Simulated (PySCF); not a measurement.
Threshold energies of HF in a plasma

PBE0 in PySCF with def2-TZVP on every atom, for the lowest determinant that a PBE0 search found; no spin–orbit coupling.

```tsv
species	state (unpaired electrons)	Re (Å)	ωe (cm⁻¹)	energy of the minimum from the neutral (eV)	De (eV)	dissociates to
HF	singlet (closed shell)	0.920	4153	0.00	5.84	H + F
HF⁺	doublet (π ↑)	1.009	3057	15.85	3.62	H⁺ + F
```

Task: Work out the lowest energy to break HF into atoms, from its vibrational ground state.

Result: D0 = De − ωe/2 = 5.84 − 0.26 = 5.58 eV (PBE0/def2-TZVP).

Task: Work out the ionisation energy of the H atom at this level and the threshold of dissociative ionisation.

Result: IE(H) = 15.85 + 3.62 − 5.84 = 13.63 eV, so H⁺ + F + e⁻ appears at D0 + IE(H) = 19.21 eV (PBE0/def2-TZVP). The measured IE(H) is 13.598 eV (NIST ASD).

These are thermodynamic thresholds; the onsets seen under electron impact lie higher where the geometry changes, and cross-sections peak well above them.

For an ion De counts to the pair picked by the measured ionisation energies or electron affinities, which need not be the lowest pair at this level. States were picked by a PBE0 search and need not be the measured ground states.
